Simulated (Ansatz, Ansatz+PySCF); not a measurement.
```xyz
12

C     1.2833    0.0000    0.0000
C     0.6417    1.1114    0.0000
C    -0.6417    1.1114    0.0000
C    -1.2833    0.0000    0.0000
C    -0.6417   -1.1114    0.0000
C     0.6417   -1.1114    0.0000
H     2.2889    0.0000    0.0000
H     1.1444    1.9823    0.0000
H    -1.1444    1.9823    0.0000
H    -2.2889    0.0000    0.0000
H    -1.1444   -1.9823    0.0000
H     1.1444   -1.9823    0.0000
```

RHF on singlet C6H6 was run in several spherical basis sets with Ansatz (development build ahead of 0.2.0). Caution for RHF: no unrestricted run beside it, a lower state can exist.

(1) Rank the basis sets by the total energy that they give, lowest first, with the distance from the lowest.
A. cc-pVDZ
B. def2-SVP
C. 6-31G(d)

## Answers

(1) A (0.00 eV), C (0.31 eV), B (5.06 eV).

Totals follow the description of the cores as much as that of the bonds, so this order isn't one of quality for chemistry.
